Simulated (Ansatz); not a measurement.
```yaml
crystal:
  periodic: [false, false, false]
  atoms:
    - {symbol: Al, position_ang: [0.000000, 0.000000, -2.249607]}
    - {symbol: Al, position_ang: [0.000000, 0.000000, 0.267094]}
    - {symbol: N, position_ang: [0.000000, 0.000000, 1.982512]}
basis:
  gaussian: {orbitals: def2-TZVP}
magnetization: {spin_polarized: true, initial_magnetization: 3}
hamiltonian: {xc: pbe0}
relax: {f_tol: 0.004, max_steps: 80}
```

```sh
$ ansatz run in.yaml --threads 1 --pin off --events-out ev --progress --plain --max-ram 2176MiB
```

Steps of the relaxation (energy above the last step; positions in Å, forces in eV/Å):

```
3
step 1, 56.4 meV
Al    0.000    0.000   -2.250    0.000    0.000   -0.437
Al    0.000    0.000    0.267    0.000    0.000   -0.934
N     0.000    0.000    1.983    0.000    0.000    1.372
```

```
3
step 2, 14.2 meV
Al    0.000    0.000   -2.300    0.000    0.000   -0.126
Al    0.000    0.000    0.281    0.000    0.000   -0.632
N     0.000    0.000    2.019    0.000    0.000    0.758
```

```
3
step 3, 0.2 meV
Al    0.000    0.000   -2.327    0.000    0.000   -0.029
Al    0.000    0.000    0.279    0.000    0.000   -0.036
N     0.000    0.000    2.048    0.000    0.000    0.065
```

```
3
step 5, 0.0 meV
Al    0.000    0.000   -2.333    0.000    0.000   -0.002
Al    0.000    0.000    0.281    0.000    0.000    0.003
N     0.000    0.000    2.053    0.000    0.000   -0.001
```

Close pairs at the end: Al2–N3 1.772 Å, Al1–Al2 2.614 Å.

A stationary point of unrestricted PBE0 after 5 steps, with ⟨S²⟩ = 3.810 against 3.75 for a pure state; no frequencies were run, so it isn't proven a minimum. 61 s on 1 thread of Arm Neoverse V1, shared host.
